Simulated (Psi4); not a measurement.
Psi4 input (wB97X-D/6-31G*):

```
memory 1500 MB

molecule {
0 2
C     0.90001168   -0.66433439    0.02335932
C     2.36193785   -0.21789905    0.03889303
C    -0.02985148    0.48153405   -0.11870900
H     0.66048486   -1.21536743    0.93914298
H     0.74173108   -1.38036463   -0.79710809
H     3.02621892   -1.07787422    0.13048143
Cl   -1.72048215    0.22932973    0.03836588
H     2.62212239    0.30829953   -0.88178346
H     2.55810446    0.45311887    0.87669814
H     0.24694646    1.41777863   -0.58091097
symmetry c1
no_reorient
no_com
}

set {
  basis 6-31G*
  reference uks
  scf_type pk
  dft_radial_points 99
  dft_spherical_points 590
  e_convergence 1e-8
  d_convergence 1e-7
  maxiter 150
}

e = energy('wb97x-d')
print_out(f'\nFINAL {e:.10f} DIPOLE {variable("CURRENT DIPOLE")[0]:.6f} {variable("CURRENT DIPOLE")[1]:.6f} {variable("CURRENT DIPOLE")[2]:.6f}\n')
```

Question: What final total energy does it give?

Answer: -578.01846 Eh.
